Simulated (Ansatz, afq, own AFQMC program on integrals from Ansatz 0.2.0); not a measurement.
Two steps: Ansatz 0.2.0 writes the Fock matrix and Cholesky factors of the valence space, and afq projects on them the lowest state that overlaps trial and start.

```yaml
crystal:
  periodic: [false, false, false]
  atoms:
    - {symbol: Si, position_ang: [0.000000, -0.048571, -0.003659]}
    - {symbol: H, position_ang: [0.000000, 0.644317, -1.172756]}
    - {symbol: H, position_ang: [0.000000, 0.709081, 1.274715]}
basis:
  gaussian: {orbitals: cc-pVDZ}
magnetization: {spin_polarized: true, initial_magnetization: 2}
correlation: {method: ccsd_t, electrons: outside_noble_gas, hamiltonian_folder: ham}
```

```sh
$ ansatz run in.yaml --threads 1 --pin off --events-out ev --progress --plain --max-ram 16896MiB --backend cuda --devices 0, --max-vram 18GiB
```

afq runs on the folder ham with

```
--method phaseless --trial cisd --walkers 4000 --populations 20 --least-time 60 --time-step 0.005 --steps-per-block 50 --equilibration-blocks 28 --max-blocks 4000 --target-error 0.00015 --factor-cut 1e-05 --start spin_pure --seed 2299 --release-times 0.24,0.51,0.99,1.62,2.4 --release-step 0.03 --release-every 3 --taylor-order 6
```

Times are imaginary, in 1/Eh. The walk had a cap of 122 s. With eight or more populations the least sampling time is a fifth of least-time, and the error comes from their spread.

Log:

```
orbitals 23  electrons 4 2  factors 160 of 271
reference energy -290.00520864 Eh
CCSD correlation -0.09372485 Eh in 11 cycles, weight of the determinant in the CISD state 0.9408
energy of the start -290.098899 Eh
 block  time / (1/Eh)  mean weight  energy / Eh
     1     0.250  0.9999  -290.098590
     2     0.500  1.0000  -290.098892
     3     0.750  1.0000  -290.099320
     4     1.000  0.9999  -290.099726
     5     1.250  0.9999  -290.100048
     8     2.000  1.0001  -290.100728
    11     2.750  0.9999  -290.101123
    14     3.500  1.0001  -290.101169
    17     4.250  1.0000  -290.101333
    20     5.000  0.9999  -290.101103
    23     5.750  1.0000  -290.101320
    26     6.500  1.0000  -290.101297
    27     6.750  1.0000  -290.101434
    29     7.250  0.9998  -290.101378
    32     8.000  0.9999  -290.101067
    35     8.750  1.0002  -290.101162
    38     9.500  1.0003  -290.101269
    41    10.250  1.0000  -290.101207
    44    11.000  1.0002  -290.101246
    47    11.750  0.9998  -290.101032
    50    12.500  0.9999  -290.101095
    53    13.250  0.9997  -290.101072
    56    14.000  1.0000  -290.101139
    59    14.750  1.0001  -290.101158
    62    15.500  1.0001  -290.101167
    65    16.250  0.9999  -290.101056
    68    17.000  1.0001  -290.101333
    70    17.500  0.9999  -290.100962
    71    17.750  1.0001  -290.101023
    74    18.500  0.9999  -290.101314
    77    19.250  1.0000  -290.101301
    78    19.500  1.0001  -290.101071
error from the spread of 20 populations
released: time / (1/Eh)  energy / Eh  error  mean overlap
  0.24  -290.101165  0.000034  1.0004
  0.51  -290.101192  0.000026  1.0008
  0.99  -290.101214  0.000020  1.0024
  1.62  -290.101243  0.000017  0.9998
  2.40  -290.101240  0.000021  1.0003
energy -290.101167 +/- 0.000040 Eh
(rows thinned)
```

The run passed its tests (sampling time, drift between the halves within three errors, error under three times the target), which doesn't prove that it has relaxed.

Against this walk (error 1.1 meV) on the same determinant: CCSD(T) 13.5 meV higher, CCSDT(Q) 2.2 meV lower, CCSDTQ 2.4 meV lower, full CI 2.4 meV lower. The error is statistical and leaves out the bias of the constraint. Released to 2.40 1/Eh the energy moves by -2.0 ± 1.2 meV (both errors), within twice the noise.

Cautions: constraint bias not in the error; lower spins were not checked.

The walk took 19 s on 1 × NVIDIA H100 80GB HBM3 with 2 threads of AMD EPYC 7R13 Processor (Zen 3) (shared host) (the card was shared). The log's last line is the phaseless energy.

CCSDT and higher add their correlation energy to the determinant of the CCSD(T) run, since their own runs factorise the integrals more tightly (a shift of under 2 meV). A walk keeps the symmetry of its determinant, which the program's search chose and which needn't be the lowest solution, so a lower state of the same spin and another symmetry isn't excluded.
